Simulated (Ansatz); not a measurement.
This geometry of BFH2O + H (6 atoms, charge 0, multiplicity 2) is a first-order saddle point.

Computed with Ansatz, UKS LDA/6-31G*.

```xyz
6
Properties=species:S:1:pos:R:3
B 0.027 -0.050 -0.025
H -0.006 -0.006 1.212
O 1.183 -0.101 -0.717
H 1.601 -0.930 -1.000
F -1.130 0.041 -0.658
H -0.077 0.094 2.802
```

(1) Which two structures does it join? (They come from a converged band through this point; their orientation in space is the band's.)

(2) How far does it lie above each of them?

## Answers

(1) No bond is made or broken.

Initial state:

```xyz
6
Properties=species:S:1:pos:R:3
B -0.087 -0.074 -0.146
H -0.028 -0.073 1.085
O 0.962 -0.396 -0.927
H 1.751 -0.620 -0.397
F -1.219 0.251 -0.738
H 0.219 -0.040 2.739
```

Final state:

```xyz
6
Properties=species:S:1:pos:R:3
B 0.113 -0.127 0.039
H -0.008 -0.062 1.248
O 1.296 -0.493 -0.480
H 1.271 -0.507 -1.462
F -0.916 0.163 -0.749
H -0.157 0.075 3.019
```

(2) 47.5 kJ/mol above the first and 48.4 kJ/mol above the second. This is the barrier of this one path; another mechanism may lie lower.

Run time: 83 s on 1 thread of Arm Neoverse V1, with other jobs on the host, peak memory 0.1 GiB.
